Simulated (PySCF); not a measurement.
# Towards the basis-set limit for SiS

One table from this session's results is given with a row withheld; the runs are named, their logs left out.

The runs use PySCF 2.14.0; CCSD(T) on RHF, no relativity in the base curves; scalar relativity is added as a correction.

Set-up of the first run:

```
molecule             : SiS
state                : singlet, unpaired electrons none
smaller basis        : Si cc-pV(T+d)Z, S cc-pV(T+d)Z
larger basis         : Si cc-pV(Q+d)Z, S cc-pV(Q+d)Z
frozen core orbitals : 10
extrapolation        : correlation as n⁻³ (n = 3, 4), Hartree–Fock as (n+1)·exp(−9√n)
corrections          : core–valence correlation, scalar relativity
distances (Å)        : 1.7069, 1.7844, 1.8620, 1.9396, 2.0172, 2.1142, 2.2112
masses (u)           : 27.9769, 31.9721
dissociation limit   : Si + S
```

Run with:

```bash
OMP_NUM_THREADS=4 python comp.py task.json out
```

Steps of the session up to this table: Coupled cluster at each distance.

One of the session's tables, all rows but one given; the rest of the session is left out.

It belongs to the step «Coupled cluster at each distance». Parts of the energy along the bond, in eV from Si + S:

| R (Å) | HF/CBS | CCSD corr. | (T) | core–valence | relativity |
| --- | --- | --- | --- | --- | --- |
| 1.7069 | -2.910 | -2.053 | -0.2448 | -0.0787 | 0.0016 |
| 1.7844 | -3.583 | -2.080 | -0.2662 | -0.0580 | 0.0067 |
| 1.8620 | ? | ? | ? | ? | ? |
| 1.9396 | -3.906 | -2.150 | -0.3187 | -0.0283 | 0.0115 |
| 2.0172 | -3.738 | -2.193 | -0.3504 | -0.0180 | 0.0122 |
| 2.1142 | -3.341 | -2.252 | -0.3958 | -0.0084 | 0.0120 |
| 2.2112 | -2.813 | -2.315 | -0.4478 | -0.0015 | 0.0111 |

**Question.** Estimate the row for R (Å) = 1.8620.

Worked estimate for «HF/CBS». A straight line through the neighbours (1.7844, -3.583) and (1.9396, -3.906) gives -3.583 + (-3.906 + 3.583) × (1.8620 − 1.7844) / (1.9396 − 1.7844) = -3.745; a parabola fitted to 4 rows on both sides gives -3.885.

The run gave: HF/CBS: -3.880; CCSD corr.: -2.112; (T): -0.2907; core–valence: -0.0414; relativity: 0.0098. In «HF/CBS» the line misses by +0.135 and the parabola by -0.005.
